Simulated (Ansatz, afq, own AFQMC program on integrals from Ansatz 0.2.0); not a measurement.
# Where AFQMC and coupled cluster stand for MoNH3, septet

| atom | x (Å) | y (Å) | z (Å) |
| --- | --- | --- | --- |
| Mo | -0.4333 | 0.0013 | -0.0003 |
| N | 2.3747 | -0.0073 | 0.0016 |
| H | 2.7451 | -0.9516 | 0.0068 |
| H | 2.7489 | 0.4674 | 0.8162 |
| H | 2.7500 | 0.4589 | -0.8174 |

Connectivity, by distances: Mo–NH3.

Basis def2-SVP with its core potentials. Noble-gas cores (and the filled d shells of Ga–Kr and In–Xe) are frozen. Ansatz 0.2.0 and our own AFQMC program on the same integrals; the CISD trial comes from CCSD amplitudes, and released means the phaseless constraint is let go. ± is one standard error of the sampling. No spin–orbit coupling. The metal's outer-core s and p shells are frozen, which shifts wave-function levels against functionals.

Determinant: UHF, the one that the program's search chose, which needn't be the lowest solution. The geometry is a point of a scan.

No full CI on the walks' own integrals is used here; CCSDT(Q) serves as the reference and is uncertain by about the last step of the cluster series.

Cautions: no spin-orbit coupling; outer-core shells of the metal frozen; lower spins were not checked; higher spins were not checked; CCSDT(Q) on the ROHF determinant differs (45 meV higher), by its state or its frozen core.

* T1 diagnostic: 0.0107
* weight of the determinant in the CISD state: 0.906
* ⟨S²⟩ of the determinant: 12.003
* size of the correlated space: 14 electrons in 55 orbitals

Reference: CCSDT(Q), correlation energy -7.464 eV. The released energy is read at 2.60 1/Eh (meV from the phaseless value at times in 1/Eh: -2.4 ± 2.5 at 0.24, -9 ± 3 at 0.60, -13 ± 3 at 1.20, -13 ± 3 at 1.80, -7 ± 4 at 2.60).

```json
{"level": "HF", "E − E(reference) (mEh)": "274.29", "share of correlation (%)": "0.00"}
{"level": "MP2", "E − E(reference) (mEh)": "28.84", "share of correlation (%)": "89.48"}
{"level": "CCSD", "E − E(reference) (mEh)": "6.34", "share of correlation (%)": "97.69"}
{"level": "CCSD(T)", "E − E(reference) (mEh)": "0.85", "share of correlation (%)": "99.69"}
{"level": "CCSDT", "E − E(reference) (mEh)": "0.36", "share of correlation (%)": "99.87"}
{"level": "ph-AFQMC/HF", "E − E(reference) (mEh)": "1.16 ± 1.05", "share of correlation (%)": "99.58"}
{"level": "ph-AFQMC/CISD", "E − E(reference) (mEh)": "0.36 ± 0.10", "share of correlation (%)": "99.87"}
{"level": "released AFQMC", "E − E(reference) (mEh)": "0.10 ± 0.15", "share of correlation (%)": "99.96"}
```

A walk keeps the symmetry of its determinant, which the program's search chose and which needn't be the lowest solution, so a lower state of the same spin and another symmetry isn't excluded. Released energies are given only where the last usable release times agree within the noise; a slower fall can still hide under it.
